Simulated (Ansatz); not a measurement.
The parent structure is MgO in the rock salt structure (space group Fm-3m, No. 225).

Space group Fm-3m (No. 225); a = 4.2044 Å, b = 4.2044 Å, c = 4.2044 Å, α = 90.00°, β = 90.00°, γ = 90.00°

```json
[
 {"atom": "O", "site": "4a", "symmetry": "m-3m", "x": "0.0000", "y": "0.0000", "z": "0.0000"},
 {"atom": "Mg", "site": "4b", "symmetry": "m-3m", "x": "0.5000", "y": "0.5000", "z": "0.5000"}
]
```
(The calculation used a cell of 2 atoms; values per cell refer to that cell.)

Levels (all Ansatz, a quantum-chemistry and plane-wave program, PAW): r2SCAN (500 eV, spin-orbit coupling left out); HSE06 (420 eV, no spin-orbit coupling).

Levels that relaxed their own cell: r2SCAN.

| level | band gap | lattice parameter a |
|---|---|---|
| r2SCAN | 5.68 eV | 4.204 Å |
| HSE06 | 6.54 eV | – |

Measured: band gap 8.36 eV (static lattice; corrected from measurement; as listed in Wei Chen et al., Physical Review Materials (2018)); lattice parameter a 4.189 Å (static lattice; corrected from measurement; as listed in Daniel Mejia-Rodriguez, S. B. Trickey, Phys. Rev. B (2018)).

Computed minus measured — band gap: r2SCAN -2.68 eV, HSE06 -1.82 eV (closest: HSE06); lattice parameter a: r2SCAN +0.4 %. A measured gap can be an optical one, lowered by exciton binding.

Single points use the geometry relaxed with r2SCAN. No phonon test of stability was made.
